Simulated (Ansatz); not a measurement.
Molecule (SMILES): N (NH3).
Atoms: N1, H2, H3, H4. Bonds: N1-H2, N1-H3, N1-H4.

How fast the optimised N1-H2 bond length converges with the basis for several methods (Ansatz, a first-principles code): deviation from each method's own reference, in Å. References: B3LYP 1.0124 Å, the value in aug-cc-pVQZ; CCSD(T) 1.0122 Å, the value in def2-QZVPP; HF 0.9979 Å, the value in aug-cc-pVQZ; MP2 1.0102 Å, the value in aug-cc-pVQZ; PBE 1.0213 Å, the value in aug-cc-pVQZ. Cartesian d functions, on some or all atoms, in 6-31G*, 6-31G**; all else is spherical. In correlated methods cores are frozen. Core-valence sets carry the plain set on hydrogen. No added dispersion term, no relativity. The reference of a correlated method is not its basis-set limit, which lies further on.

```tsv
basis	functions	B3LYP	CCSD(T)	HF	MP2	PBE
STO-3G	8	0.0500	0.0582	0.0346	0.0472	0.0527
6-31G*	21	0.0071	0.0095	0.0046	0.0069	0.0064
pcseg-1	29	0.0087	0.0075	0.0060	0.0067	0.0079
6-31G**	30	0.0056	0.0032	0.0030	0.0024	0.0049
6-311+G**	40	0.0022	0.0044	0.0024	0.0032	0.0012
def2-SVPD	44	0.0053	0.0085	0.0050	0.0072	0.0045
def2-TZVPP	73	0.0007	0.0010	0.0004	0.0004	0.0005
jun-cc-pV(T+d)Z	81	0.0009	0.0021	0.0008	0.0015	0.0007
cc-pCVTZ	85	0.0013	0.0016	0.0009	0.0008	0.0014
aug-pcseg-2	115	0.0001	0.0006	-0.0001	-0.0001	0.0001
aug-cc-pVTZ	115	0.0008	0.0027	0.0007	0.0019	0.0007
def2-QZVPP	147	-0.0003	0.0000	-0.0002	-0.0006	-0.0003
```

Mean absolute deviation over 6-311+G**, def2-TZVPP, jun-cc-pV(T+d)Z, cc-pCVTZ, aug-pcseg-2, aug-cc-pVTZ: PBE 0.0008, HF 0.0009, B3LYP 0.0010, MP2 0.0013, CCSD(T) 0.0021 Å.
